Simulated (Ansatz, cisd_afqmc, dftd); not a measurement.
Species: AlCl2, charge 0, doublet. AlCl2 (SMILES [Cl][Al][Cl], doublet).
B3LYP-D3(BJ)/def2-TZVP minimum from Ansatz (a first-principles code):
```xyz
3

Al    -0.0038     0.7767     0.0269
Cl     1.8221    -0.2876    -0.0212
Cl    -1.8191    -0.3063     0.0006
```
Charge 0, spin multiplicity 2.

Property: atomisation energy (electronic, to ground-state atoms), in kJ/mol. Open shells are spin-unrestricted; no spin-orbit coupling. Correlated methods leave the cores frozen. Rows without X2C or -DK are non-relativistic. AFQMC is phaseless with a CISD trial state; ± is one standard error, without the phaseless bias. Outlying blocks are dropped, and bars are widened where a walk drifts. Over all cases where full CI ran beside it in this data, AFQMC minus full CI had a median of +0.1 mEh and passed +0.4 mEh in a tenth of the cases. CBS(X,Y): correlation extrapolated as X^-3, Hartree-Fock from the larger set (Q,5: extrapolated as (X+1)exp(-9√X)). A bracket is a step between two methods taken in the basis named. The functionals are non-relativistic, so their misses hold any scalar relativity. Double hybrids freeze cores in their MP2 part. '+ core + X2C': CCSD(T) terms for core correlation (cc-pwCVTZ, 1s frozen past Ne) and scalar relativity (cc-pVTZ-DK). For partners of very few electrons the exact lower level stands in for a higher one.

```json
[
 {"level": "PBE-D4/def2-TZVPD", "program": "Ansatz + dftd4", "atomisation energy (kJ/mol)": "821.5", "difference against the last row": "9.5"},
 {"level": "B3LYP-D4/def2-TZVPD", "program": "Ansatz + dftd4", "atomisation energy (kJ/mol)": "785.9", "difference against the last row": "-26.1"},
 {"level": "r2SCANh/def2-TZVPD", "program": "Ansatz", "atomisation energy (kJ/mol)": "827.7", "difference against the last row": "15.7"},
 {"level": "B2PLYP-D4/def2-TZVPD", "program": "Ansatz + dftd4", "atomisation energy (kJ/mol)": "792.7", "difference against the last row": "-19.3"},
 {"level": "MP2/cc-pV(Q+d)Z", "program": "Ansatz", "atomisation energy (kJ/mol)": "848.2", "difference against the last row": "36.2"},
 {"level": "CCSD/CBS(cc-pV(T+d)Z,cc-pV(Q+d)Z)", "program": "Ansatz", "atomisation energy (kJ/mol)": "793.6", "difference against the last row": "-18.4"},
 {"level": "CCSD(T)/cc-pV(Q+d)Z", "program": "Ansatz", "atomisation energy (kJ/mol)": "798.3", "difference against the last row": "-13.7"},
 {"level": "CCSDT(Q)/cc-pV(D+d)Z", "program": "Ansatz", "atomisation energy (kJ/mol)": "714.0", "difference against the last row": "-98.0"},
 {"level": "AFQMC/CISD/cc-pV(D+d)Z", "program": "cisd_afqmc", "atomisation energy (kJ/mol)": "716.2 ± 1.1", "difference against the last row": "-95.8"},
 {"level": "CCSD(T)/CBS(cc-pV(Q+d)Z,cc-pV(5+d)Z) + [CCSDT(Q) - CCSD(T)]/cc-pV(D+d)Z + core + X2C", "program": "Ansatz", "atomisation energy (kJ/mol)": "812.0", "difference against the last row": "0.0"}
]
```
